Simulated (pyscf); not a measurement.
HO–GeH: [singlet] + hydrogen fluoride (HF) → F–GeH: [singlet] + water (H₂O), a four-centre exchange (singlet surface; Ge–O, F–H broken, F–Ge, H–O formed). Single points on ωB97X-D3(BJ)/def2-SVP structures (PySCF, gas phase). MP2 and CC: frozen core, UHF for open shells. ΔMP2 is the change of the MP2 total energy from the triple- to the quadruple-zeta basis. Energies in kcal/mol from the separated reactants.

Small-basis levels: PySCF, no dispersion term, spherical d functions. AM1 to PM7: differences of heats of formation from MOPAC. GFN2-xTB: tblite. Cost: rough CPU time at the saddle relative to B3LYP/6-31G*+LANL2DZ, from one job on a shared machine.

```tsv
level	barrier	reaction energy	cost
HF/3-21G	-19.5	-6.5	0.1
MP2/6-31G*+LANL2DZ	-12.8	-7.2	0.1
SVWN5/6-31G*+LANL2DZ	-30.1	-6.1	1.0
BP86/6-31G*+LANL2DZ	-17.8	-7.1	1
B3LYP/6-31G*+LANL2DZ	-15.6	-8.5	1
B3LYP/def2-SVP	-14.3	-6.7	2
GFN2-xTB	-9.1	-17.3	under 0.02
PM3	16.1	+33.0	under 0.02
PM7	0.9	+7.0	under 0.02
CCSD(T)/def2-TZVPP + ΔMP2(QZVPP)	-4.6	-4.2	–
```

Against the last row the barrier runs from -25.5 (SVWN5/6-31G*+LANL2DZ) to +20.8 kcal/mol (PM3). CCSD(T)/def2-TZVPP + ΔMP2(QZVPP) has limits of its own. On the reactant side the descent ends in a bound adduct, 9.0 kcal/mol under the separated species and 1.6 kcal/mol under the saddle at ωB97X-D3(BJ)/def2-TZVP. On the product side the descent ends in an adduct with a Ge–O contact, 16.4 kcal/mol under the separated species and 14.1 kcal/mol under the saddle at ωB97X-D3(BJ)/def2-TZVP. At CCSD(T) the saddle lies under the separated reactants, which points to a path from their complex (located at ωB97X-D3(BJ) alone). At CCSD(T) the saddle lies under the separated products, which points to a path from their complex (located at ωB97X-D3(BJ) alone). What is counted as broken (Ge–O) persists as a longer contact in the product adduct; parting that adduct is a step of its own. At ωB97X-D3(BJ) the barrier from the zero used here is -7.4 kcal/mol. One saddle was located; it need not be the lowest between these sides. The CCSD(T) − MP2 part came from Ansatz, without density fitting, on the same reference. The frozen core leaves the outer d or s,p core shells of the metals and heavy elements correlated in the MP2 and CC values, and def2-TZVPP describes them poorly, which can shift differences by a few kcal/mol. In the def2 sets elements up to Kr have no core potential.
